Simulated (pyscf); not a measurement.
Optimised with ωB97X-D3(BJ)/def2-SVP in PySCF.

For HO–SiH₂• (SMILES O[SiH2]) + H₂ (SMILES [H][H]) → SiH₃• (SMILES [SiH3]) + H₂O (SMILES O), a four-centre exchange (doublet surface; O–Si, H–H broken, H–Si, H–O formed), PBE/def2-TZVP gives ΔE‡ = 38.1 kcal/mol and ΔE = +14.5 kcal/mol (zero: the separated reactants). In which direction and how far do r²SCAN/def2-TZVP, PBE0-D3(BJ)/def2-TZVP, ωB97M-D3(BJ)/def2-TZVP move these?

r²SCAN: ΔE‡ = 42.1 kcal/mol, ΔE = +16.1 kcal/mol; PBE0-D3(BJ): ΔE‡ = 40.9 kcal/mol, ΔE = +13.6 kcal/mol; ωB97M-D3(BJ): ΔE‡ = 44.2 kcal/mol, ΔE = +14.7 kcal/mol. PBE's barrier lies under all of them, by 2.8 to 6.1 kcal/mol. Its reaction energy lies among theirs. Low barriers are usual for a GGA, whose delocalisation error favours stretched bonds. The same reactants have a lower exit, to HO–SiH₃ + H• (barrier +15.3 kcal/mol at ωB97M-D3(BJ)/def2-TZVP, against +44.2 kcal/mol here). One saddle was located; it need not be the lowest between these sides.
